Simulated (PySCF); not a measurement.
trifluoromethane (CHF3), SMILES FC(F)F. Heavy atoms are numbered as in [F:1][CH:2]([F:3])[F:4]. Hydrogens are named by the atom that carries them.

The structure is a stationary point at PBE0-D3(BJ)/def2-TZVP.

These are PBE0/pcSseg-2 run with PySCF values and carry that method's errors.

GIAO shieldings, no solvent; atoms alike by connectivity are averaged. δ = σ(ref) − σ: ¹⁹F against CFCl3 (σ = 165.8 ppm); ¹³C against TMS (σ = 186.1 ppm); ¹H against TMS (σ = 31.54 ppm), references at their B3LYP-D3(BJ)/def2-TZVP geometries, non-relativistic.

```json
[
 {"atoms": "F1", "nucleus": "¹⁹F", "count": "3", "δ (ppm)": "-97.0"},
 {"atoms": "C2 (CH)", "nucleus": "¹³C", "count": "1", "δ (ppm)": "128.2"},
 {"atoms": "H on C2", "nucleus": "¹H", "count": "1", "δ (ppm)": "___"}
]
```

Fill in the missing entries. (Estimate from the structure and the level; the computed values follow.)


- H on C2, δ (ppm): 6.48
